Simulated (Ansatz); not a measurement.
Relative stability

Two relaxed structures of CH$_{5}$BN (charge +1), singlet (PBE0-D4/def2-TZVP; forces vanish, vibrations not checked).

A:

B1  (-0.926, 0.573, -0.663)
N2  (0.245, 0.357, 0.251)
C3  (0.751, -0.795, 0.488)
H4  (-1.362, -0.407, -1.163)
H5  (-1.297, 1.686, -0.797)
H6  (0.672, 1.157, 0.717)
H7  (0.318, -1.669, 0.007)
H8  (1.600, -0.902, 1.159)
(Å)

B:

B1  (-0.794, 0.916, -0.376)
N2  (0.194, 0.633, 0.433)
C3  (0.939, -0.654, 0.485)
H4  (1.987, -0.451, 0.274)
H5  (-1.679, 1.156, -1.107)
H6  (0.509, 1.334, 1.104)
H7  (0.539, -1.340, -0.259)
H8  (0.819, -1.079, 1.480)
(Å)

Computed with Ansatz 0.2.0 (basis: def2-TZVPP); correlated methods freeze the cores. B3LYP uses VWN-RPA correlation.

Task: Which structure is lower at CCSD(T), and by how much? (Judge from chemistry; the value comes from the calculation.)

Result: Computed: A, by 13.3 kJ/mol (electronic energy, against the other). By their contacts, A is CH₅BN ([BH2][NH][CH2]), total charge +1 and B is CH₅BN ([BH][NH][CH3]), total charge +1.

Task: Do the other methods give the same order? (A judgement: the text doesn't fix the answer.)

Result: Computed: Not all: PBE-D4 gives the other order.

```json
{"method": "PBE-D4", "E(B) − E(A) (kJ/mol)": "-1.8"}
{"method": "r2SCAN-D4", "E(B) − E(A) (kJ/mol)": "0.4"}
{"method": "PBE0-D4", "E(B) − E(A) (kJ/mol)": "2.4"}
{"method": "B3LYP-D4", "E(B) − E(A) (kJ/mol)": "6.8"}
{"method": "wB97M-V", "E(B) − E(A) (kJ/mol)": "4.0"}
{"method": "HF", "E(B) − E(A) (kJ/mol)": "30.1"}
{"method": "MP2", "E(B) − E(A) (kJ/mol)": "5.4"}
{"method": "CCSD", "E(B) − E(A) (kJ/mol)": "13.9"}
{"method": "CCSD(T)", "E(B) − E(A) (kJ/mol)": "13.3"}
```

No T1 diagnostic of these runs exceeds 0.014.

Labels in which every atom is bracketed show which atoms are joined, not bond orders.

For scale, one of the runs: CCSD(T)/def2-TZVPP, 163 basis functions, launched by `ansatz run in.yaml --threads 2 --pin off --events-out ev --progress --plain --max-ram 4352MiB`. Time: 23 s of wall clock on 2 CPU threads of an Arm Neoverse V1; the host was shared. Peak host memory: 1.3 GiB.
